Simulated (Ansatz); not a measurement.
Geometry optimisation, RKS PBE0-D4/def2-SVP (Ansatz).

The input (input.yaml):

```yaml
crystal:
  periodic: [false, false, false]
  atoms:
    - { symbol: B, position_ang: [0.080609, -0.245752, 0.098712] }
    - { symbol: H, position_ang: [0.057208, -0.622203, 1.232751] }
    - { symbol: O, position_ang: [1.302767, -0.066235, -0.522723] }
    - { symbol: H, position_ang: [2.024095, -0.282671, 0.069876] }
    - { symbol: "N", position_ang: [-1.092188, 0.01928, -0.615104] }
    - { symbol: H, position_ang: [-2.014072, -0.090305, -0.219569] }
    - { symbol: H, position_ang: [-1.085919, 0.335987, -1.577142] }
basis:
  gaussian: { orbitals: def2-SVP }
hamiltonian:
  xc: pbe0
  dispersion: d4
relax:
  f_tol: 0.03
  max_steps: 50
```

Command:

```bash
$ ansatz run input.yaml --threads 1 --pin off --max-ram 2048MiB --backend cpu --events-out ev --progress --plain --runs-dir out
```

Q: Where does it end, and by what steps?

A: The forces met the threshold. After 5 steps the energy has fallen by 0.014 eV; H2 moved furthest, 0.04 Å.

| step | energy less start (eV) | largest force component (eV/Å) | accepted |
| --- | --- | --- | --- |
| 0 | 0.0000 | 0.694 | yes |
| 1 | -0.0116 | 0.354 | yes |
| 2 | -0.0141 | 0.051 | yes |
| 3 | -0.0140 | 0.139 | no |
| 4 | -0.0143 | 0.043 | yes |
| 5 | -0.0144 | 0.003 | yes |

```xyz
7
Properties=species:S:1:pos:R:3
B 0.091 -0.245 0.096
H 0.019 -0.626 1.249
O 1.297 -0.067 -0.526
H 2.036 -0.275 0.050
N -1.086 0.018 -0.614
H -2.005 -0.093 -0.214
H -1.080 0.337 -1.575
```

Whether the end is a true minimum wasn't checked by a vibrational analysis.

Time of the run: 11 s on 1 thread of Arm Neoverse V2, on a shared host, peak memory 0.13 GiB.
